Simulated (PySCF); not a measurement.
Compound: C₄H₇O₂ (doublet state).
SMILES with atom numbers: `[CH2:1][O:2][CH2:3][C:4]([CH3:5])=[O:6]` (hydrogens: H7, H8 on C1; H9, H10 on C3; H11, H12, H13 on C5)

Structure used (GFN2-xTB), in Å, numbered top down from 1:
```xyz
13
C4H7O2 angstrom
C      2.0026    1.2232    0.1347
O      0.7267    0.7535    0.2185
C      0.5757   -0.6365    0.1078
C     -0.8930   -1.0452    0.0722
C     -1.8698    0.0766    0.2407
O     -1.2023   -2.1984   -0.0796
H      2.7621    0.6150   -0.3228
H      2.0635    2.2924    0.1270
H      1.0470   -1.1475    0.9623
H      1.0635   -1.0176   -0.8023
H     -1.7016    0.8171   -0.5384
H     -1.6911    0.5674    1.1952
H     -2.8877   -0.2995    0.1935
```

The hyperfine couplings belong to this conformer and change with its torsions.

Method: PySCF 2.14.0, UKS B3LYP, pcH-1 on C H O, non-relativistic, mean-field spin-orbit, GIAO. The structure is a single GFN2-xTB conformer in the gas phase; no vibrational or solvent corrections. Couplings are sensitive to structure, and on GFN2-xTB geometries they can be far from those on DFT ones. The SCF solution wasn't tested for stability.

(1) Match the computed a_iso(13C) values +138.2, -5.1, -1.2 MHz with the sites C1; C3; C4.

(2) The isotropic 1H couplings, averaged over equivalent nuclei, are -43.7, +16.6, +0.2 MHz. Assign them to H7/H8; H9/H10; H11/H12/H13.

## Answers

(1) 
```csv
site,a_iso (MHz),ρ(0) (bohr⁻³),position,distance from C1 (Å),spin population,largest |T| (MHz)
C1,+138.2,+0.1229,largest spin population,0.00,+0.93,148.8
C3,-5.1,-0.0045,2 bonds from C1,2.34,-0.02,2.8
C4,-1.2,-0.0010,3 bonds from C1,3.68,0.00,0.8
```

(2) 
```json
{"site": "H7/H8", "a_iso (MHz)": "-43.7", "ρ(0) (bohr⁻³)": "-0.0098", "position": "α, 1 bond from C1", "distance from C1 (Å)": "1.07", "bound to": "C1", "spin population there": "+0.93", "largest |T| (MHz)": "36.1"}
{"site": "H9/H10", "a_iso (MHz)": "+16.6", "ρ(0) (bohr⁻³)": "+0.0037", "position": "γ, 3 bonds from C1", "distance from C1 (Å)": "2.65", "bound to": "C3", "spin population there": "-0.02", "largest |T| (MHz)": "7.4"}
{"site": "H11/H12/H13", "a_iso (MHz)": "+0.2", "ρ(0) (bohr⁻³)": "0.0000", "position": "5 bonds from C1", "distance from C1 (Å)": "4.27", "bound to": "C5", "spin population there": "0.00", "largest |T| (MHz)": "2.8"}
```

ρ(0) is the spin density at the nucleus and T the dipolar tensor; entries for several nuclei are means. The largest Mulliken spin populations are on C1 (+0.93) and O2 (+0.12). No atom but C1 exceeds +0.15. The angles at C1 add up to 354.4°, so it is nearly planar; its axial dipolar tensor and the negative couplings of its protons fit spin in a p orbital normal to that plane.

Nuclei that the bonding pattern makes equivalent are averaged, as if the motion that swaps them (rotation, inversion, ring flip) were fast.
